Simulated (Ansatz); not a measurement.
Molecule: PH3 (charge +1, doublet). 
Geometry from a B3LYP-D3(BJ)/def2-TZVP (Ansatz, a quantum-chemistry and plane-wave program) optimisation:
```
P
H 1 1.4029
H 1 1.4029 2 113.00
H 1 1.4029 2 113.00 3 129.90
```
Charge +1, spin multiplicity 2.

Basis-set convergence of Hartree-Fock and CCSD correlation energies (hartree) with Ansatz. Correlated levels leave the core frozen unless marked. UHF or UKS for open shells. Spin-orbit coupling is left out. No relativistic terms.

| basis | functions | E(HF) | E(corr, CCSD) |
|---|---|---|---|
| def2-SVP | 33 | -342.04805 | -0.13051 |
| def2-TZVPP | 84 | -342.16971 | -0.15714 |
| def2-QZVPP | 160 | -342.18006 | -0.16493 |

Extrapolating the two largest sets (X = 3 and 4) as X^-3: E(corr) = (64·(-0.16493) - 27·(-0.15714))/37 = -0.1706 Eh, an estimate of the basis-set limit. The largest set recovers 96.7 % of it, the smallest 76.5 %.
